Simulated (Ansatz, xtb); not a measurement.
## C3H2ClFO: which of two isomers lies lower

Structure X: `O=C=C[C@H](F)Cl`, a singlet. Structure Y: `C=C(F)C(=O)Cl`, a singlet. Both are isolated molecules in the gas phase, relaxed with PBE-D3(BJ)/def2-SVP; the shapes shown needn't be the lowest conformers.

X (Å):

```json
{"atom": "C", "x (Å)": "-1.4182", "y (Å)": "1.4841", "z (Å)": "0.6194"}
{"atom": "C", "x (Å)": "-0.5399", "y (Å)": "0.7145", "z (Å)": "1.2542"}
{"atom": "C", "x (Å)": "0.9239", "y (Å)": "0.9899", "z (Å)": "1.2256"}
{"atom": "Cl", "x (Å)": "1.5758", "y (Å)": "1.1587", "z (Å)": "2.9157"}
{"atom": "F", "x (Å)": "1.6121", "y (Å)": "-0.0285", "z (Å)": "0.6193"}
{"atom": "O", "x (Å)": "-2.1906", "y (Å)": "2.1737", "z (Å)": "0.0697"}
{"atom": "H", "x (Å)": "-0.9142", "y (Å)": "-0.1642", "z (Å)": "1.8018"}
{"atom": "H", "x (Å)": "1.1665", "y (Å)": "1.9421", "z (Å)": "0.7121"}
```

Y (Å):

```xyz
8

C    -1.0480    0.5953    0.5245
C     0.0643    0.6017    1.2821
C     0.8377    1.8602    1.5207
Cl    2.2766    1.6039    2.5594
F     0.5377   -0.5052    1.8595
O     0.5498    2.9379    1.0776
H    -1.3900    1.5364    0.0750
H    -1.6067   -0.3358    0.3571
```

Quicker runs give these differences E(Y) − E(X): GFN2-xTB −2.5 kcal/mol; HF/STO-3G −7.8 kcal/mol (at GFN2-xTB geometries); r2SCAN-D4/def2-SVP −10.7 kcal/mol (at GFN2-xTB geometries).

Q: Estimate E(Y) − E(X) at the level CCSD(T)/def2-SVP + ΔMP2/def2-TZVPP.

A: Calculated at CCSD(T)/def2-SVP + ΔMP2/def2-TZVPP: E(Y) − E(X) = −7.9 kcal/mol, so structure Y lies lower.

Level by level:

```
                             level             geometry  E(Y) − E(X) (kcal/mol)  departure from the last row (kcal/mol)  job, with rough time for the two
                          GFN2-xTB             GFN2-xTB                      −2.5                                    +5.4              optimisation, 0.17 s
                         HF/STO-3G             GFN2-xTB                      −7.8                                    +0.1              single point, 0.53 s
                r2SCAN-D4/def2-SVP             GFN2-xTB                     −10.7                                    −2.8               single point, 2.8 s
               PBE-D3(BJ)/def2-SVP  PBE-D3(BJ)/def2-SVP                     −10.5                                    −2.6                optimisation, 24 s
                       HF/def2-SVP  PBE-D3(BJ)/def2-SVP                      −6.8                                    +1.1           part of the CCSD(T) run
                      MP2/def2-SVP  PBE-D3(BJ)/def2-SVP                      −7.7                                    +0.2           part of the CCSD(T) run
                  CCSD(T)/def2-SVP  PBE-D3(BJ)/def2-SVP                      −9.7                                    −1.8                      single point
CCSD(T)/def2-SVP + ΔMP2/def2-TZVPP  PBE-D3(BJ)/def2-SVP                      −7.9                                                        single point, 31 s
```

As drawn, both hold the same kinds of bond in the same numbers.

None of the levels shown reverses the order. The largest departure from CCSD(T)/def2-SVP + ΔMP2/def2-TZVPP is that of GFN2-xTB, 5.4 kcal/mol. The last row adds to CCSD(T) the change of the MP2 difference between the two basis sets, here +1.8 kcal/mol.

With harmonic frequencies from PBE-D3(BJ)/def2-SVP (ideal gas, rigid rotor, one conformer each, 298.15 K, 1 atm): on the last row, ΔE + ΔZPE = −7.8, ΔH = −7.9, ΔG = −7.3 kcal/mol.

The correlated steps freeze 10 core orbitals. Mirror images aren't counted in ΔG. Codes used: Ansatz 0.2.0, xtb 6.7.1; the last row on 2 threads of Intel(R) Xeon(R) Processor @ 2.70GHz on a shared host.
